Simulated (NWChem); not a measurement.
System: CHO, doublet; SMILES [CH]=O

Input file for NWChem:

```
start job
memory heap 200 mb stack 700 mb global 900 mb
geometry units angstroms noautoz
  C      0.151967     0.570635     0.000000
  O     -0.013773    -0.603453     0.000000
  H     -0.701625     1.340345     0.000000
end
basis spherical
  * library def2-svpd
end
dft
  odft
  mult 2
  xc pbe0
  iterations 150
end
tddft
  cis
  nroots 8
end
task tddft energy
```

In the optimisation the excess spin sits in a' (Cs, its own frame). Coordinates come from a PBE-D3(BJ)/def2-SVP, spin-unrestricted optimisation. No stability test was run on the SCF state.

Vertical excitations in the gas phase. Excited states of an open shell can be spin-contaminated.

Q: What results follow from this input? (PBE0/def2-SVPD, spin-unrestricted, TDA.) Quantities: lowest excitation (eV); oscillator strength of that lowest state; lowest state with f > 0.02 (eV); oscillator strength of that bright state; lowest empty minus highest occupied level, either spin (eV).

A: The lowest excitation (eV) is 2.29 and the oscillator strength of that lowest state is 0.002. The lowest state with f > 0.02 (eV) comes out as 6.01. The oscillator strength of that bright state is 0.058. The lowest empty minus highest occupied level, either spin (eV) is 4.48.
